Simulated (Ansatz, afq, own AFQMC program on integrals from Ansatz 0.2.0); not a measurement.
Se, triplet in def2-TZVPP, levels against full CI

A free Se atom.

Basis def2-TZVPP. Only valence electrons are correlated. Ansatz 0.2.0 and our own AFQMC program on the same integrals; the CISD trial comes from CCSD amplitudes, and released means the phaseless constraint is let go. Free AFQMC starts from the CCSD state and is never constrained. Its projection time is finite, and what remains of the start isn't in its error. Uncertainties: one standard error, sampling alone. No spin–orbit coupling.

Determinant: UHF, the one that the program's search chose, which needn't be the lowest solution.

Full CI on the same integrals is exact in this basis and with this determinant's frozen core.

Cautions: no relativity below Rb; no spin-orbit coupling; inner d shell frozen.

The T1 diagnostic is 0.0084, the weight of the determinant in the CISD state is 0.938 and the ⟨S²⟩ of the determinant is 2.010. The size of the correlated space is 6 electrons in 34 orbitals.

Reference: full CI, correlation energy -3.360 eV. The released energy is read at 1.50 1/Eh (meV from the phaseless value at times in 1/Eh: -1.5 ± 1.2 at 0.24, -3.3 ± 1.0 at 0.50, -4.2 ± 0.9 at 1.00, -4.5 ± 0.8 at 1.50).

```csv
level,E − E(reference) (kcal/mol),share of correlation (%)
HF,77.49,0.00
MP2,14.66,81.08
CCSD,2.75,96.46
CCSD(T),0.44,99.43
CCSDT,0.06,99.92
CCSDT(Q),0.01,99.99
CCSDTQ,0.00,100.00
ph-AFQMC/CISD,0.13 ± 0.03,99.83
released AFQMC,0.03 ± 0.02,99.97
free AFQMC,-0.04 ± 0.03,100.05
```

CCSDT and higher add their correlation energy to the determinant of the CCSD(T) run, since their own runs factorise the integrals more tightly (a shift of under 2 meV). Free projections are given only where their last times agree within the noise and don't stop above the reference; a slow remainder of the start can still hide under it. A walk keeps the symmetry of its determinant, which the program's search chose and which needn't be the lowest solution, so a lower state of the same spin and another symmetry isn't excluded. Released energies are given only where the last usable release times agree within the noise; a slower fall can still hide under it.
